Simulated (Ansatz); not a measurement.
ClFO₂S, SMILES `O=S(=O)(F)Cl`. Charge 0, multiplicity 1.

**Question.** What are the harmonic wavenumbers in cm⁻¹ at PBE0-D4/def2-TZVP (Ansatz, finite differences of forces, unscaled)? (Estimate.)

**Answer.** The calculation gave: 290, 302, 421, 475, 505, 636, 844, 1265, 1507.

**Question.** Is this a minimum?

**Answer.** Yes, all 9 modes are real.

**Question.** Give the ideal-gas thermochemistry at 298.15 K and 1 bar (rigid rotor, harmonic oscillator; point group Cs, symmetry number 1).

**Answer.** Zero-point energy 37.3 kJ/mol; H(298) − E = 52.1 kJ/mol; entropy 303.1 J/(mol·K), of which translation 168.4, rotation 110.6, vibration 24.1; G(298) − E = -38.3 kJ/mol.

**Question.** Rotational constants (cm⁻¹)?

**Answer.** 0.1689, 0.09605, 0.0956.
